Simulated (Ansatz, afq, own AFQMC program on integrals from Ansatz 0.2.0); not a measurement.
# GeH₄Cl, doublet: AFQMC among the cluster methods

```xyz
6

Cl   -2.4899    0.0000    0.0000
H    -0.6129    0.0000    0.0000
Ge    1.1561    0.0000    0.0000
H     1.6248   -1.4659    0.0000
H     1.6248    0.7330   -1.2695
H     1.6248    0.7330    1.2695
```

Connectivity, by distances: Cl ··· GeH4.

Basis cc-pVTZ. Noble-gas cores (and the filled d shells of Ga–Kr and In–Xe) are frozen. AFQMC by an in-house program on the Cholesky factors that Ansatz 0.2.0 writes for its CCSD(T) run. ph-AFQMC/CISD is guided by a CISD state made of CCSD amplitudes; releasing the constraint for a short imaginary time cuts its bias at the price of noise, slowly where states lie close. Error bars are statistical, one sigma. No spin–orbit coupling.

Determinant: UHF, the one that the program's search chose, which needn't be the lowest solution. The geometry is a point of a scan.

No full CI on the walks' own integrals is used here. The released AFQMC energy serves as the reference, which it does only where one determinant dominates, the energy is flat over the last release times and near the phaseless one (40 meV or 2 meV an electron, half that with transition metals). On small molecules, where full CI could be run and the noise was under 10 meV, such values lay within 10 meV of it in 19 cases of 20, a flattering rate, since the rule was set on those same cases; what remains of the bias isn't in the error bar.

Cautions: no relativity below Rb; no spin-orbit coupling; inner d shell frozen; the released value is read at 1.50 1/Eh with a noise of 14 meV, more than in the cases checked (meV from the phaseless value at times in 1/Eh: 0 ± 7 at 0.24, -9 ± 7 at 0.51, -6 ± 11 at 0.99, -25 ± 14 at 1.50).

- T1 diagnostic: 0.0179
- weight of the determinant in the CISD state: 0.842
- ⟨S²⟩ of the determinant: 0.787
- size of the correlated space: 15 electrons in 114 orbitals

```tsv
level	correlation energy (eV)
MP2	-8.4965
CCSD	-9.8630
CCSD(T)	-10.1802
```

(1) Estimate where AFQMC with the constraint released lies against CCSD(T) on the same integrals.

(1) 6.1 ± 1.3 kJ/mol below CCSD(T).

Reference: AFQMC with the constraint released, correlation energy -10.243 ± 0.014 eV.

```json
{"level": "CCSD(T)", "E − E(reference) (kJ/mol)": "6.1 ± 1.3", "share of correlation (%)": "99.38"}
{"level": "ph-AFQMC/CISD", "E − E(reference) (kJ/mol)": "2.4 ± 1.6", "share of correlation (%)": "99.76"}
```

A walk keeps the symmetry of its determinant, which the program's search chose and which needn't be the lowest solution, so a lower state of the same spin and another symmetry isn't excluded. Released energies are given only where the last usable release times agree within the noise; a slower fall can still hide under it.
